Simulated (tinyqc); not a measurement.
FCI on RHF in the sto-3g basis, for HF, spin multiplicity 1, step by step. Computed by tinyqc, a small Python program that keeps every step (integrals from PySCF). Settings: charge = 0, multiplicity = 1, basis = sto-3g, method = RHF, energy threshold = 1e-10, iteration cap = 58, orthogonalisation = symmetric, start = core, DIIS depth = 6, ci = FCI. Command: `OMP_NUM_THREADS=1 python tinyqc.py 25785 25786 out.jsonl` (the two numbers bound the seeds that draw the settings). One thread of a shared host (Intel(R) Xeon(R) Processor @ 2.60GHz), about 0.1 s of CPU time with the checks. The early iterations of the SCF are left out here.

## One-electron integrals

Geometry (angstrom):
```
atom         x         y         z
F     0.000000  0.000000  0.000000
H     0.000000  0.000000  1.139000
```

Basis sto-3g: exponents (1/bohr^2) and contraction coefficients of normalised primitives:
```
element  l (shell)    exponent  coefficient
F            s (1)  166.679130     0.154329
F            s (1)   30.360812     0.535328
F            s (1)    8.216821     0.444635
F            s (2)    6.464803    -0.099967
F            s (2)    1.502281     0.399513
F            s (2)    0.488588     0.700115
F            p (3)    6.464803     0.155916
F            p (3)    1.502281     0.607684
F            p (3)    0.488588     0.391957
H            s (1)    3.425251     0.154329
H            s (1)    0.623914     0.535328
H            s (1)    0.168855     0.444635
```

Overlap, kinetic and nuclear-attraction integrals over the contracted functions; the nuclear repulsion is the sum of Za Zb / Rab.

nuclear repulsion = 4.18138270 hartree

overlap S, lower triangle:
```
           1F 1s     1F 2s    1F 2px    1F 2py    1F 2pz     2H 1s
1F 1s   1.000000
1F 2s   0.237990  1.000000
1F 2px  0.000000  0.000000  1.000000
1F 2py  0.000000  0.000000  0.000000  1.000000
1F 2pz  0.000000  0.000000  0.000000  0.000000  1.000000
2H 1s   0.029082  0.314707  0.000000  0.000000  0.268321  1.000000
```

kinetic energy T (hartree), lower triangle:
```
            1F 1s     1F 2s    1F 2px    1F 2py    1F 2pz     2H 1s
1F 1s   36.984577
1F 2s   -0.212858  1.037995
1F 2px   0.000000  0.000000  3.248015
1F 2py   0.000000  0.000000  0.000000  3.248015
1F 2pz   0.000000  0.000000  0.000000  0.000000  3.248015
2H 1s   -0.007695  0.039298  0.000000  0.000000  0.131008  0.760032
```

nuclear attraction V (hartree), lower triangle:
```
             1F 1s       1F 2s      1F 2px      1F 2py      1F 2pz      2H 1s
1F 1s   -77.474178
1F 2s    -9.287378  -12.005194
1F 2px    0.000000    0.000000  -11.890246
1F 2py    0.000000    0.000000    0.000000  -11.890246
1F 2pz   -0.009760   -0.120885    0.000000    0.000000  -11.957243
2H 1s    -1.163215   -2.753116    0.000000    0.000000   -2.035904  -5.333699
```

core Hamiltonian H = T + V (hartree), lower triangle:
```
             1F 1s       1F 2s     1F 2px     1F 2py     1F 2pz      2H 1s
1F 1s   -40.489601
1F 2s    -9.500236  -10.967198
1F 2px    0.000000    0.000000  -8.642231
1F 2py    0.000000    0.000000   0.000000  -8.642231
1F 2pz   -0.009760   -0.120885   0.000000   0.000000  -8.709228
2H 1s    -1.170909   -2.713818   0.000000   0.000000  -1.904896  -4.573667
```

## Two-electron integrals

Functions are numbered as in S; the eight-fold symmetry (ij|kl) = (ji|kl) = (kl|ij) leaves the list below.

Two-electron integrals (ij|kl) in chemists' order, unique and non-zero (hartree):
```
(11|11) 5.403501   (21|11) 0.841920   (21|21) 0.156299   (22|11) 1.268028
(22|21) 0.292344   (22|22) 0.926167   (31|31) 0.027998   (32|31) 0.043169
(32|32) 0.204588   (33|11) 1.264502   (33|21) 0.292403   (33|22) 0.925959
(33|33) 0.997514   (41|41) 0.027998   (42|41) 0.043169   (42|42) 0.204588
(43|43) 0.053770   (44|11) 1.264502   (44|21) 0.292403   (44|22) 0.925959
(44|33) 0.889973   (44|44) 0.997514   (51|51) 0.027998   (52|51) 0.043169
(52|52) 0.204588   (53|53) 0.053770   (54|54) 0.053770   (55|11) 1.264502
(55|21) 0.292403   (55|22) 0.925959   (55|33) 0.889973   (55|44) 0.889973
(55|55) 0.997514   (61|11) 0.104170   (61|21) 0.019187   (61|22) 0.035700
(61|33) 0.035644   (61|44) 0.035644   (61|51) 0.000778   (61|52) 0.001467
(61|55) 0.035816   (61|61) 0.002379   (62|11) 0.278823   (62|21) 0.065211
(62|22) 0.232289   (62|33) 0.228809   (62|44) 0.228809   (62|51) 0.004442
(62|52) 0.035485   (62|55) 0.239018   (62|61) 0.008131   (62|62) 0.073304
(63|31) 0.006643   (63|32) 0.040060   (63|53) 0.007361   (63|63) 0.010586
(64|41) 0.006643   (64|42) 0.040060   (64|54) 0.007361   (64|64) 0.010586
(65|11) 0.196031   (65|21) 0.046415   (65|22) 0.176991   (65|33) 0.169561
(65|44) 0.169561   (65|51) 0.009399   (65|52) 0.065531   (65|55) 0.191648
(65|61) 0.006015   (65|62) 0.068602   (65|65) 0.074347   (66|11) 0.456101
(66|21) 0.108400   (66|22) 0.446289   (66|33) 0.431839   (66|44) 0.431839
(66|51) 0.008716   (66|52) 0.099313   (66|55) 0.474734   (66|61) 0.013582
(66|62) 0.185717   (66|65) 0.202410   (66|66) 0.774606
```

## Orthogonalisation

S = U s U^T; symmetric (Loewdin) form X = U s^(-1/2) U^T, so that X^T S X = 1.

eigenvalues of S: 0.554852  0.848118  1.000000  1.000000  1.128816  1.468214

X, lower triangle:
```
            1F 1s      1F 2s    1F 2px    1F 2py     1F 2pz     2H 1s
1F 1s    1.022798
1F 2s   -0.128383   1.066901
1F 2px   0.000000   0.000000  1.000000
1F 2py   0.000000   0.000000  0.000000  1.000000
1F 2pz  -0.004124   0.037222  0.000000  0.000000   1.030970
2H 1s    0.016654  -0.180696  0.000000  0.000000  -0.150944  1.074179
```

## Iteration 6 (converged): orbitals

converged F (hartree), lower triangle:
```
             1F 1s      1F 2s     1F 2px     1F 2py     1F 2pz      2H 1s
1F 1s   -25.910140
1F 2s    -6.624549  -3.022414
1F 2px    0.000000   0.000000  -0.462277
1F 2py    0.000000   0.000000   0.000000  -0.462277
1F 2pz   -0.017598  -0.039536   0.000000   0.000000  -0.249975
2H 1s    -0.825317  -0.772948   0.000000   0.000000  -0.473221  -0.358587
```

Diagonalise F' = X^T F X, C = X C', fill 5 alpha and 5 beta electrons from the bottom; D = 2 C_occ C_occ^T. Each column has its largest component positive (the first on a tie).

F' = X^T F X (hartree), lower triangle:
```
            1          2          3          4          5          6
1  -25.439837
2   -3.399029  -1.801577
3    0.000000   0.000000  -0.462277
4    0.000000   0.000000   0.000000  -0.462277
5   -0.039731   0.070361   0.000000   0.000000  -0.124405
6   -0.072396  -0.382620   0.000000   0.000000  -0.463723  -0.063537
```

orbital energies (hartree): MO1 -25.919531, MO2 -1.424612, MO3 -0.516131, MO4 -0.462277, MO5 -0.462277, MO6 0.430919

coefficients C:
```
              MO1        MO2        MO3       MO4        MO5        MO6
1F 1s    0.994917  -0.256291   0.059386  0.000000   0.000000   0.061817
1F 2s    0.021010   0.984018  -0.306001  0.000000   0.000000  -0.355567
1F 2px   0.000000   0.000000   0.000000  0.998351  -0.057410   0.000000
1F 2py   0.000000   0.000000   0.000000  0.057410   0.998351   0.000000
1F 2pz   0.001650   0.038142   0.686987  0.000000   0.000000  -0.783375
2H 1s   -0.003704   0.114435   0.579263  0.000000   0.000000   0.927856
```

D after iteration 6, lower triangle:
```
            1F 1s      1F 2s    1F 2px    1F 2py    1F 2pz     2H 1s
1F 1s    2.118143
1F 2s   -0.498930   2.124740
1F 2px   0.000000   0.000000  2.000000
1F 2py   0.000000   0.000000  0.000000  2.000000
1F 2pz   0.065327  -0.345302  0.000000  0.000000  0.946818
2H 1s    0.002774  -0.129453  0.000000  0.000000  0.804610  0.697310
```

Within a degenerate level the vectors are fixed only up to a rotation; this is one choice.

## Convergence

Stop when the energy changes by less than 1e-10 hartree and every element of the error matrix X^T (F D S - S D F) X is below 3e-06.

Course of the cycle:
```
iteration   E (hartree)     change  largest element of the error matrix
1          -97.87857764          -                             5.46e-01
2          -98.53718555  -6.59e-01                             8.85e-02
3          -98.54162398  -4.44e-03                             1.31e-02
4          -98.54174682  -1.23e-04                             5.41e-04
5          -98.54174704  -2.18e-07                             4.26e-06
6          -98.54174704  -1.12e-11                             8.04e-08
```

PySCF RHF in the same basis = -98.54174704 hartree

Converged in 6 iterations.

## Integrals over molecular orbitals

(pq|rs) = sum C_ip C_jq C_kr C_ls (ij|kl), one index at a time.

one-electron integrals over orbitals h = C^T H C (hartree), lower triangle:
```
            1          2          3          4          5          6
1  -40.472069
2    0.717502  -9.127769
3   -0.157401   0.530541  -7.054002
4    0.000000   0.000000   0.000000  -8.642231
5    0.000000   0.000000   0.000000   0.000000  -8.642231
6   -0.168748   0.908683   2.141001   0.000000   0.000000  -6.046719
```

Two-electron integrals over orbitals (pq|rs), unique and non-zero (hartree):
```
(11|11) 5.363936    (21|11) -0.517335   (21|21) 0.078703    (22|11) 1.223528
(22|21) -0.021998   (22|22) 0.865987    (31|11) 0.119067    (31|21) -0.017274
(31|22) 0.008364    (31|31) 0.018830    (32|11) -0.131053   (32|21) 0.006134
(32|22) -0.041432   (32|31) 0.020676    (32|32) 0.143635    (33|11) 0.921051
(33|21) -0.009097   (33|22) 0.713220    (33|31) -0.002966   (33|32) -0.023196
(33|33) 0.702249    (41|41) 0.029554    (42|41) 0.039833    (42|42) 0.187079
(43|41) -0.008363   (43|42) -0.032779   (43|43) 0.038730    (44|11) 1.264020
(44|21) -0.014908   (44|22) 0.890042    (44|31) 0.003495    (44|32) -0.071660
(44|33) 0.701751    (44|44) 0.997514    (51|51) 0.029554    (52|51) 0.039833
(52|52) 0.187079    (53|51) -0.008363   (53|52) -0.032779   (53|53) 0.038730
(54|54) 0.053770    (55|11) 1.264020    (55|21) -0.014908   (55|22) 0.890042
(55|31) 0.003495    (55|32) -0.071660   (55|33) 0.701751    (55|44) 0.889973
(55|55) 0.997514    (61|11) 0.124912    (61|21) -0.020067   (61|22) 0.002261
(61|31) -0.011299   (61|32) -0.023918   (61|33) 0.007507    (61|44) 0.003568
(61|55) 0.003568    (61|61) 0.021530    (62|11) -0.182005   (62|21) 0.004555
(62|22) -0.099867   (62|31) -0.020007   (62|32) -0.068314   (62|33) -0.025358
(62|44) -0.098144   (62|55) -0.098144   (62|61) 0.018129    (62|62) 0.092365
(63|11) -0.402171   (63|21) 0.006818    (63|22) -0.215551   (63|31) 0.001676
(63|32) 0.087453    (63|33) -0.102212   (63|44) -0.230881   (63|55) -0.230881
(63|61) -0.005411   (63|62) 0.043536    (63|63) 0.215037    (64|41) -0.008130
(64|42) -0.032935   (64|43) -0.020282   (64|64) 0.029814    (65|51) -0.008130
(65|52) -0.032935   (65|53) -0.020282   (65|65) 0.029814    (66|11) 0.855333
(66|21) -0.009074   (66|22) 0.652538    (66|31) 0.011907    (66|32) 0.053696
(66|33) 0.658033    (66|44) 0.633598    (66|55) 0.633598    (66|61) -0.008130
(66|62) -0.058509   (66|63) -0.022415   (66|66) 0.689389
```

## FCI: determinants and Hamiltonian

Hartree-Fock energy = -98.54174704 hartree

Slater-Condon rules over spin orbitals, with the nuclear repulsion added and E(HF) subtracted on the diagonal. Only determinants linked to the reference directly or through others are kept (one block of an abelian symmetry group), so some states are absent.

Occupation strings over the orbitals (2 doubly, a alpha, b beta, 0 empty; spin orbitals ordered 1a 1b 2a 2b ...): 222220 22a22b 2a222b a2222b 22b22a 2b222a b2222a 222202 222022 220222 2ab222 a2b222 2ba222 202222 ab2222 b2a222 ba2222 022222

H - E(HF) between determinants (hartree), lower triangle:
```
           222220     22a22b     2a222b     a2222b     22b22a     2b222a     b2222a     222202
222220   0.000000
22a22b   0.000000   0.504054
2a222b   0.000000  -0.010160   1.295359
a2222b   0.000000  -0.017318   0.027203  25.516647
22b22a   0.000000  -0.215037  -0.043536   0.005411   0.504054
2b222a   0.000000  -0.043536  -0.092365  -0.018129  -0.010160   1.295359
b2222a   0.000000   0.005411  -0.018129  -0.021530  -0.017318   0.027203  25.516647
222202   0.029814   0.020282   0.032935   0.008130  -0.020282  -0.032935  -0.008130   0.998529
222022   0.029814   0.020282   0.032935   0.008130  -0.020282  -0.032935  -0.008130   0.053770
220222   0.215037   0.079797  -0.087453  -0.001676  -0.079797   0.087453   0.001676   0.038730
2ab222  -0.043536   0.087453  -0.193136   0.006818  -0.033151   0.068314   0.020007   0.032779
a2b222   0.005411   0.001676   0.006818  -0.379756  -0.015637   0.023918   0.011299   0.008363
2ba222   0.043536  -0.033151   0.068314   0.020007   0.087453  -0.193136   0.006818  -0.032779
202222   0.092365   0.068314   0.041358  -0.004555  -0.068314  -0.041358   0.004555   0.187079
ab2222  -0.018129  -0.020007   0.004555  -0.123496   0.023918  -0.010391   0.020067  -0.039833
b2a222  -0.005411  -0.015637   0.023918   0.011299   0.001676   0.006818  -0.379756  -0.008363
ba2222   0.018129   0.023918  -0.010391   0.020067  -0.020007   0.004555  -0.123496   0.039833
022222   0.021530   0.011299   0.020067  -0.133043  -0.011299  -0.020067   0.133043   0.029554

           222022     220222     2ab222     a2b222     2ba222     202222     ab2222     b2a222
222022   0.998529
220222   0.038730   1.083680
2ab222   0.032779   0.087052   1.891451
a2b222   0.008363   0.032192   0.027180  26.117776
2ba222  -0.032779  -0.087052  -0.143635  -0.020676   1.891451
202222   0.187079   0.143635   0.105288  -0.006134  -0.105288   2.841018
ab2222  -0.039833  -0.020676   0.006134  -0.194909   0.020861  -0.014278  27.217053
b2a222  -0.008363  -0.032192  -0.020676  -0.018830   0.027180   0.006134   0.017274  26.117776
ba2222   0.039833   0.020676   0.020861   0.017274   0.006134   0.014278  -0.078703  -0.194909
022222   0.029554   0.018830   0.017274  -0.089842  -0.017274   0.078703   0.481058   0.089842

           ba2222     022222
ba2222  27.217053
022222  -0.481058  55.375954
```

## FCI: roots

Diagonalise (each vector has its largest component positive (the first on a tie)); all determinants have Ms = 0, so triplets appear too. The lowest singlet root is the correlation energy.

lowest roots of this matrix, relative to E(HF) (hartree): -0.047448  0.284338  0.674954  0.944759  0.974715  1.117808  1.177573  1.331466

lowest vectors:
```
           root 1     root 2     root 3     root 4
222220   0.979991   0.000000  -0.068387   0.000000
22a22b   0.018530   0.705706   0.678689   0.000000
2a222b  -0.005367   0.038116  -0.080731   0.000000
a2222b   0.000037   0.000349   0.000729   0.000000
22b22a  -0.018530   0.705706  -0.678689   0.000000
2b222a   0.005367   0.038116   0.080731   0.000000
b2222a  -0.000037   0.000349  -0.000729   0.000000
222202  -0.018089   0.000000  -0.012339   0.707107
222022  -0.018089   0.000000  -0.012339  -0.707107
220222  -0.190021   0.000000  -0.230215   0.000000
2ab222   0.028388  -0.022941  -0.061499   0.000000
a2b222  -0.000027   0.000347  -0.000071   0.000000
2ba222  -0.028388  -0.022941   0.061499   0.000000
202222  -0.022324   0.000000  -0.013418   0.000000
ab2222   0.000495  -0.000068   0.000866   0.000000
b2a222   0.000027   0.000347   0.000071   0.000000
ba2222  -0.000495  -0.000068  -0.000866   0.000000
022222  -0.000295   0.000000  -0.000055   0.000000
```

<S^2> of these roots: 0.000000  2.000000  0.000000  0.000000  0.000000  0.000000  2.000000  0.000000

weight of the ground state by excitation level 0, 1, 2, ...: 0.960383  0.000744  0.038873
